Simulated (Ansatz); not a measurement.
Reaction: CH5N (methanamine, SMILES CN) → CH3 (SMILES [CH3], doublet) + NH2 (SMILES [NH2], doublet) (the C-N bond breaks)
Each species at its own B3LYP-D3(BJ)/def2-TZVP minimum (Ansatz, a first-principles code).

Total energies in hartree (Ansatz). UHF or UKS for unpaired electrons; spin-orbit terms are left out. Cores are frozen in correlated methods. No relativity.

```tsv
species	HF/cc-pVTZ	CCSD(T)/cc-pVTZ	HF/cc-pVQZ	CCSD(T)/cc-pVQZ	CCSD(T)/cc-pVDZ	CCSDT(Q)/cc-pVDZ
1: CH5N (methanamine, SMILES CN)	-95.25314	-95.69657	-95.26063	-95.72773	-95.58581	-95.58689
2: CH3 (SMILES [CH3], doublet)	-39.57748	-39.76098	-39.58026	-39.77245	-39.71583	-39.71634
3: NH2 (SMILES [NH2], doublet)	-55.58579	-55.79359	-55.59045	-55.81078	-55.73272	-55.73328
```

**Question.** Work out the bond dissociation energy (electronic) in kcal/mol: take Hartree-Fock from cc-pVQZ, extrapolate the CCSD(T) correlation energy as X^-3 (X = 3, 4), and add CCSDT(Q) - CCSD(T) in cc-pVDZ. 1 hartree = 627.51 kcal/mol.

**Answer.** 
Species 1: correlation (64·(-0.46710) - 27·(-0.44343))/37 = -0.48437; step -0.00108; E1 = -95.26063 + (-0.48437) + (-0.00108) = -95.74608
Species 2: correlation (64·(-0.19219) - 27·(-0.18350))/37 = -0.19853; step -0.00051; E2 = -39.58026 + (-0.19853) + (-0.00051) = -39.77930
Species 3: correlation (64·(-0.22033) - 27·(-0.20780))/37 = -0.22947; step -0.00056; E3 = -55.59045 + (-0.22947) + (-0.00056) = -55.82048
-1·E1 +1·E2 +1·E3 = 0.14630 hartree = 91.8 kcal/mol.
